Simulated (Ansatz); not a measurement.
OF2 (oxygen difluoride): from two basis sets to a third

OF2: 3 atoms, total charge 0, spin state singlet. SMILES: `FOF`. The shape is that of a PBE0-D4/def2-TZVP optimisation.

MP2 correlation energies, 3 core orbitals frozen (Ansatz 0.2.0):

| basis | X | correlation energy (Eh) |
| --- | --- | --- |
| cc-pCVDZ | 2 | -0.587473 |
| cc-pCVTZ | 3 | -0.768708 |
| cc-pCVQZ | 4 | ? |

Question: Take E(X) = E∞ + A/X³, fix the two constants on the known rows and predict the third.

Answer: 
1. A = (-0.587473 − (-0.768708))/(1/8 − 1/27) = 2.06036 Eh.
2. E∞ = -0.768708 − 2.06036/27 = -0.845018 Eh.
3. X = 4: -0.845018 + 2.06036/64 = -0.812825 Eh.

The run gave -0.827210 Eh, so the prediction is off by +14.4 mEh, 25 % of the last step. The small sets lie short of the range where X⁻³ holds, so the true step is larger than predicted.
